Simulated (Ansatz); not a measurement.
**SiNH2 (doublet): from Hartree-Fock to the top rungs, cc-pVDZ**

The task here is to estimate one member of a computed series from the others.

Program: Ansatz 0.2.0, Gaussian basis. Level of theory: cc-pVDZ, core rule «outside noble gas», up to 6 orbitals frozen. These are calculated values, not measurements.

Plan: UHF; CCSD(T) on ROHF; CCSD(T) on UHF; BCCD(T) on ROHF; CISD; CCSDT(Q) on ROHF; CCSDT(Q) on UHF.

25 further runs of the same task are left out: 10 for a known fault of the program, 6 that didn't finish, 9 set aside as unsound or not needed.

## What is computed

The geometry is a PBE0/def2-TZVP stationary point (not a proven minimum).

4 atoms, charge 0, spin multiplicity 2.

Atoms are counted from 1 here; the program's logs count them from 0.

Bond lengths: Si1–N2 1.594 Å, Si1–H3 1.515 Å, N2–H4 1.008 Å. Angles: N2–Si1–H3 110.1°, Si1–N2–H4 134.1°.

The first run:

Contents of in.yaml:

```yaml
crystal:
  periodic: [false, false, false]
  atoms:
    - {symbol: Si, position_ang: [0.000000, -0.122073, 0.533276]}
    - {symbol: N, position_ang: [0.000000, 0.188076, -1.030483]}
    - {symbol: H, position_ang: [0.000000, 1.172580, 1.320024]}
    - {symbol: H, position_ang: [0.000000, -0.384678, -1.859409]}
basis:
  gaussian: {orbitals: cc-pVDZ}
magnetization: {spin_polarized: true, initial_magnetization: 1}
hamiltonian: {xc: hf}
output: {orbitals: {seedname: orbitals}}
```

On the command line:

```
> ansatz run in.yaml --threads 1 --pin off --events-out ev --progress --plain --max-ram 2393MiB
```

Among the steps run: UHF; CCSD(T) on ROHF; CCSD(T) on UHF; BCCD(T) on ROHF; CISD; CCSDT(Q) on ROHF; CCSDT(Q) on UHF.

One table of the session follows, with a row left open; its other results are not shown here.

It belongs to the step «Misses and costs». 

| method | from UCCSDT(Q) (kJ/mol) |
| --- | --- |
| ROHF | +784.0 |
| UHF | +757.1 |
| RMP2 | +84.4 |
| UMP2 | +119.9 |
| CISD | +102.6 |
| RCCSD | +39.1 |
| UCCSD | ? |
| RCCSD(T) | +6.1 |
| UCCSD(T) | +8.8 |
| BCCD(T) | +7.2 |
| RCCSDT | +4.0 |
| UCCSDT | +4.1 |
| RCCSDT(Q) | +0.6 |
| UCCSDT(Q) | 0 |

**Question.** Estimate the row for UCCSD.

The run gave: from UCCSDT(Q) (kJ/mol): +37.4. In the column «from UCCSDT(Q) (kJ/mol)» it lies between UCCSD(T) (+8.8) and RCCSD (+39.1).

With the free atoms at the same levels and basis (separate runs), the atomisation energy is 9.860 eV at UCCSDT(Q), 9.816 eV at RCCSD(T), 9.785 eV at UCCSD(T), 6.070 eV at ROHF.

Caveats from the session: Restricted and unrestricted rows rest on different reference determinants; where their highest levels disagree by more than a few hundredths of an eV, they describe different states and don't form one ladder.
